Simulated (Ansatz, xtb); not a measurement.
CH4ClSi: which of two isomers lies lower

We compare a, `C[SiH]Cl`, a doublet, with b, `[CH2][SiH2]Cl`, a doublet. Both are isolated molecules in the gas phase, relaxed with B3LYP-D3(BJ)/def2-SVP, each in the lowest conformer that the search found.

Energies in hartree; the thermal terms are from B3LYP-D3(BJ)/def2-SVP harmonic frequencies (ideal gas, rigid rotor, one conformer each, 400 K, 1 atm) and include the zero-point energy:

```
                              a           b
E, CCSD(T)/def2-SVP  −788.793510  −788.774472
    E, MP2/def2-SVP  −788.741152  −788.718892
  E, MP2/def2-TZVPP  −789.159876  −789.138305
  zero-point energy     0.045613     0.041562
       H(400 K) − E     0.054471     0.050940
       G(400 K) − E     0.004827    −0.000007
```

**Question.** Correct the CCSD(T) difference for the basis set by the MP2 change, then work out ΔE, ΔE₀, ΔH and ΔG for a → b in kcal/mol (1 Eh = 627.51 kcal/mol) and the equilibrium ratio [b]/[a].

**Answer.** 1. Differences b − a: CCSD(T) +0.019038, MP2 in the small set +0.022260, MP2 in the large set +0.021571 Eh.
2. ΔE = +0.019038 + (+0.021571 − (+0.022260)) = +0.018349 Eh = +11.51 kcal/mol.
3. ΔE₀ = ΔE + ΔZPE = +0.018349 + (−0.004051) Eh = +8.97 kcal/mol.
4. ΔH = ΔE + (−0.003531) Eh = +9.30 kcal/mol.
5. ΔG = ΔE + (−0.004834) Eh = +8.48 kcal/mol, so ΔS = (ΔH − ΔG)/T = +8.6 J/(mol K).
6. kT = 1.2667 mEh, so K = [b]/[a] = exp(−ΔG/kT) = exp(−10.67) ≈ 2.3 × 10^−5.

Structure a is favoured at this temperature. An error of 1 kcal/mol in ΔG would change K by a factor of 3.5. Mirror images and further conformers aren't counted.

As drawn, b has 1 Si–H in place of 1 C–H.

Other levels gave ΔE = +15.0 (GFN2-xTB); +6.7 (HF/STO-3G, GFN2-xTB geometries); +12.6 (r2SCAN-D4/def2-SVP, GFN2-xTB geometries); +12.7 (B3LYP-D3(BJ)/def2-SVP); +4.7 (HF/def2-SVP); +14.0 (MP2/def2-SVP); +11.9 (CCSD(T)/def2-SVP) kcal/mol. Open shells are spin-unrestricted. The correlated steps freeze 11 core orbitals. Programs: Ansatz 0.2.0, xtb 6.7.1.
